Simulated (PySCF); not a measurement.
Rigid-rotor lines calculated for a species of formula [H2O4P]- (commonest isotopes; PBE0-D3(BJ)/def2-SVP geometry optimisation, gas phase in PySCF), labelled J(Ka,Kc):

```
     transition      MHz
1(1,1) ← 1(0,1)    448.1
1(1,0) ← 0(0,0)   9229.8
2(1,1) ← 1(0,1)  18011.5
2(2,0) ← 1(1,0)  18841.7
```

(1) Find the rotational constants.

(2) What moments of inertia, asymmetry and inertial defect follow?

(3) Which dipole components do these lines need?

(4) Predict further lines from these constants: 2(2,1) ← 1(1,1); 2(2,1) ← 2(1,1); 2(1,2) ← 2(0,2).

(5) Which structure gave them?

## Answers

(1) 1(1,0) ← 0(0,0) is A + B, 1(1,1) ← 1(0,1) is A − B; C enters through 2(2,0) ← 1(1,0) = A + B + 2C + 2√((B − C)² + (A − C)(A − B)). A = 4839.0, B = 4390.9, C = 4316.3 MHz.

(2) I = 505379 MHz·u·Å² over each constant: Ia = 104.44, Ib = 115.10, Ic = 117.09 u·Å²; κ = (2B − A − C)/(A − C) = -0.715 (asymmetric top); Δ = Ic − Ia − Ib = -102.45 u·Å².

(3) μc (c-type: ΔKa odd, ΔKc even). The calculation gives |μa| = 0.00 D, |μb| = 0.00 D, |μc| = 2.31 D, about the centre of mass.

(4) 
```
     transition    MHz  type  branch
2(1,2) ← 2(0,2)    382     c       Q
2(2,1) ← 2(1,1)   1344     c       Q
2(2,1) ← 1(1,1)  18908     c       R
```

(5) dihydrogen phosphate, `O=P([O-])(O)O`, point group C2. Three constants can't fix a structure by themselves; this is the one that was computed:
```xyz
7
H2O4P angstrom
O     -0.724   -0.893    1.268
P     -0.365   -0.150    0.013
O     -1.264    0.071   -1.169
O      0.185    1.371    0.435
O      1.055   -0.854   -0.520
H     -0.149    1.915   -0.287
H      1.269   -1.450    0.205
```

The values belong to one conformer (point group C2) with, in the numbering `[O:1]=[P:2]([O-:3])([OH:4])[OH:5]`, O1–P2–O4–H -145°, O1–P2–O5–H -7°. No frequency check. Constants of a rigid frame at the computed geometry: no zero-point averaging, no centrifugal distortion.

Time: 16 s wall. Hardware: x86-64 server, one thread, shared host. These figures are those of the optimisation.
